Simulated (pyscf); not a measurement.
PySCF, gas phase, ωB97X-D3(BJ)/def2-SVP geometries.

**Question.** Estimate the classical barrier height and the reaction energy of `[O]=[V]([OH])([OH])[OH]` + `[SH2]` → `[O]=[V]([OH])([OH])[SH]` + `[OH2]` at ωB97M-D3(BJ)/def2-TZVP. The step runs on the singlet surface, breaks O–V, H–S and forms S–V, H–O; take the separated reactants as zero.

**Answer.** ΔE‡ = 18.2 kcal/mol, ΔE = +4.8 kcal/mol. Zero-point energy shifts the barrier by +0.4 kcal/mol. It is a four-centre exchange, with an imaginary mode of 1067i cm⁻¹. On the product side the descent ends in an adduct with a O–V contact, 0.9 kcal/mol under the separated species and 13.8 kcal/mol under the saddle at ωB97X-D3(BJ)/def2-TZVP. What is counted as broken (O–V) persists as a longer contact in the product adduct; parting that adduct is a step of its own. At ωB97X-D3(BJ) the barrier from the zero used here is 14.9 kcal/mol. One saddle was located; it need not be the lowest between these sides.
